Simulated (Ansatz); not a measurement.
Crystal: SrO3, ReO3 type, 4 atoms in the cell.

The calculation used PBE, plane waves, PAW datasets (generated soft set 1) in Ansatz.

Cutoff 420 eV; k-mesh 23×23×23 Γ-centred; Fermi–Dirac smearing of 0.0612 eV; no spin polarisation.

Question: What equilibrium volume, lattice constant and bulk modulus does this give?

Answer: V₀ = 28.453 Å³/atom (a₀ = 4.846 Å), B₀ = 18.2 GPa, B₀′ = 2.25. The points behind the fit:

```json
{"V (Å³/atom)": "26.747", "a (Å)": "4.7473", "E − E(min) (meV/atom)": "6.21", "P (GPa)": "1.21"}
{"V (Å³/atom)": "27.316", "a (Å)": "4.7807", "E − E(min) (meV/atom)": "2.70", "P (GPa)": "0.78"}
{"V (Å³/atom)": "27.885", "a (Å)": "4.8137", "E − E(min) (meV/atom)": "0.66", "P (GPa)": "0.38"}
{"V (Å³/atom)": "28.454", "a (Å)": "4.8462", "E − E(min) (meV/atom)": "0.00", "P (GPa)": "0.00"}
{"V (Å³/atom)": "29.024", "a (Å)": "4.8783", "E − E(min) (meV/atom)": "0.64", "P (GPa)": "-0.36"}
{"V (Å³/atom)": "29.593", "a (Å)": "4.9100", "E − E(min) (meV/atom)": "2.49", "P (GPa)": "-0.69"}
```

The published all-electron PBE values for this crystal (mean of FLEUR and WIEN2k, k-spacing 0.06 Å⁻¹; Bosoni et al., Nat. Rev. Phys. 6, 45 (2024)) are V₀ = 28.459 Å³/atom, B₀ = 18.4 GPa, B₀′ = 2.24.

The stress includes the program's correction for the finite plane-wave basis.

This cubic structure is a model: it isn't the usual form of the substance at ambient conditions, and such phases are metastable or hypothetical. Spin polarisation is left out, and a magnetic state may lie lower.
